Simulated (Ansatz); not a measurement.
C5H10O can be A, `OC1CCCC1`, or B, `CC(=O)C(C)C`.

Computed with Ansatz on PBE0-D4/def2-TZVP structures; ΔE is electronic, products minus reactants. CCSD(T)/CBS is the MP2 limit (def2-TZVPP, def2-QZVPP) plus CCSD(T) − MP2 in def2-TZVPP, frozen cores. Functionals use def2-TZVPP. B3LYP here is the variant with VWN-RPA as its local correlation; programs differ in this. One conformer a species, not always the lowest.

A:

```xyz
16

O    -1.848   -0.279   -1.039
C    -0.664    0.487   -0.881
C     0.610   -0.353   -1.084
C     1.162   -0.657    0.325
C     0.105   -0.129    1.300
C    -0.524    1.032    0.537
H    -1.826   -1.005   -0.410
H    -0.753    1.282   -1.623
H     0.359   -1.255   -1.645
H     1.342    0.195   -1.682
H     1.378   -1.717    0.475
H     2.102   -0.121    0.484
H    -0.650   -0.898    1.507
H     0.522    0.161    2.266
H     0.165    1.884    0.533
H    -1.481    1.373    0.936
```

B:

Z-matrix (Å, degrees):
```
C
C 1 1.507
H 1 1.092 2 111.8
H 1 1.088 2 109.6 3 122.6
H 1 1.094 2 109.3 3 -118.2
O 2 1.207 1 121.2 3 -136.6
C 2 1.519 1 118.0 3 42.5
C 7 1.528 2 109.1 1 -80.1
C 7 1.522 2 113.2 1 44.5
H 7 1.094 2 105.0 1 163.9
H 8 1.093 7 110.1 2 -175.5
H 8 1.092 7 111.3 2 -55.7
H 8 1.094 7 111.4 2 65.3
H 9 1.093 7 111.8 2 55.8
H 9 1.093 7 111.6 2 -65.4
H 9 1.092 7 110.0 2 175.4
```

Q: Which isomer does CCSD(T)/CBS put lower? Give the gap. (An estimate is asked.)

A: Ansatz gave: B, by 2.3 kcal/mol.

Q: Give E(B) − E(A) in kcal/mol with B3LYP-D4, HF/def2-TZVPP, r2SCAN-D4, PBE-D4, PBE0-D4, B2PLYP, CCSD/def2-TZVPP. (Estimate.)

A: The calculation gave: B3LYP-D4 -6.6, HF/def2-TZVPP -7.8, r2SCAN-D4 -4.4, PBE-D4 -3.8, PBE0-D4 -0.8, B2PLYP -5.7, CCSD/def2-TZVPP -2.5. None reverses the order clearly.

Largest T1 diagnostic: 0.012.

From PBE to PBE0 (25 % exact exchange), in def2-TZVPP and without D4, E(B) − E(A) moves by +3.1 kcal/mol. In def2-TZVPP, CCSD(T) changes the Hartree–Fock value by +5.0 kcal/mol (the triples alone add −0.3 kcal/mol) and MP2 by +6.2 kcal/mol.
